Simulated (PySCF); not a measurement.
Geometry:
```json
{"atom": "C1", "x (Å)": "-2.089", "y (Å)": "0.864", "z (Å)": "0.168"}
{"atom": "C2", "x (Å)": "-0.820", "y (Å)": "0.523", "z (Å)": "-0.025"}
{"atom": "C3", "x (Å)": "-0.264", "y (Å)": "-0.724", "z (Å)": "0.483"}
{"atom": "N4", "x (Å)": "0.911", "y (Å)": "-1.176", "z (Å)": "0.377"}
{"atom": "C5", "x (Å)": "1.947", "y (Å)": "-0.462", "z (Å)": "-0.318"}
{"atom": "H6", "x (Å)": "-2.499", "y (Å)": "1.786", "z (Å)": "-0.208"}
{"atom": "H7", "x (Å)": "-2.765", "y (Å)": "0.225", "z (Å)": "0.714"}
{"atom": "H8", "x (Å)": "-0.156", "y (Å)": "1.176", "z (Å)": "-0.575"}
{"atom": "H9", "x (Å)": "-0.957", "y (Å)": "-1.357", "z (Å)": "1.032"}
{"atom": "H10", "x (Å)": "2.146", "y (Å)": "0.512", "z (Å)": "0.137"}
{"atom": "H11", "x (Å)": "2.852", "y (Å)": "-1.066", "z (Å)": "-0.264"}
{"atom": "H12", "x (Å)": "1.695", "y (Å)": "-0.302", "z (Å)": "-1.370"}
```

No solvent, one averaged value for each set of equivalent atoms, no relativistic terms, a single conformation. Structure optimised with GFN2-xTB; shielding tensors at PBE0/pcSseg-1 (GIAO); PySCF 2.14.

Scale: 13C and 1H vs TMS; 15N vs NH3 (reference shieldings calculated alike).

```
      atoms  nucleus  count  δ (ppm)
         H8       1H      1     6.71
         H9       1H      1        ?
         C3      13C      1    168.1
         H6       1H      1     6.04
         H7       1H      1        ?
H10/H11/H12       1H      3     3.64
         C5      13C      1     39.2
         N4      15N      1    385.6
         C2      13C      1    133.2
         C1      13C      1        ?
```

Problem. Estimate the values marked ?.

Solution. 
- C1: 134.3 ppm, terminal =CH2 carbon; an sp2 carbon of a C=C bond
- H9: 8.03 ppm, hydrogen on a C=N carbon
- H7: 5.78 ppm, hydrogen on a terminal =CH2 carbon; a vinylic proton, deshielded by the sp2 carbon and the C=C anisotropy

Shifts are as computed. Against solution values, carbons near 30 ppm lie about +3 ppm off and those near 130 ppm about +5 ppm (rms about the fit 2.1 ppm; single classes can miss by 10 ppm). Of 1328 compounds with measured shifts, 309 miss one by over three times the rms of a fit or turn the order of signals round; such compounds aren't used in these exercises. Signals without a measured value on file couldn't be tested in this way; 1H shifts scatter by 0.2 ppm about their fit, and single ones miss by 0.5 ppm. Experimental scales use liquid or dissolved standards, which lie at an offset from isolated NH3 (liquid NH3: subtract about 20 ppm). Unscaled 15N shifts of sp2 nitrogen often come out too high even then, by a few to some tens of ppm.
